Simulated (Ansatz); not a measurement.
Species: S2, net charge 0, triplet state. SMILES: S=S

Atoms: S1, S2. Bonds: S1-S2.

Bond lengths (Å) and angles (degrees) optimised at HF/STO-3G with Ansatz (a quantum-chemistry and plane-wave program); HF/3-21G with Ansatz; PBE/6-31G* with Ansatz; B3LYP/LANL2DZ with Ansatz; B3LYP/6-31G* with Ansatz; MP2/6-31G* with Ansatz, each started from the B3LYP-D3(BJ)/def2-TZVP structure (Ansatz) of the last column. A row stands for all coordinates that are equal there. 6-31G* holds six Cartesian d functions.

| coordinate | HF/STO-3G | HF/3-21G | PBE/6-31G* | B3LYP/LANL2DZ | B3LYP/6-31G* | MP2/6-31G* | B3LYP-D3(BJ)/def2-TZVP |
|---|---|---|---|---|---|---|---|
| S1-S2 | 1.954 | 2.115 | 1.936 | 2.091 | 1.928 | 1.922 | 1.904 |

Mean signed difference of all 1 bond lengths from B3LYP-D3(BJ)/def2-TZVP: HF/STO-3G 0.050 Å, HF/3-21G 0.211 Å, PBE/6-31G* 0.032 Å, B3LYP/LANL2DZ 0.187 Å, B3LYP/6-31G* 0.024 Å, MP2/6-31G* 0.018 Å.
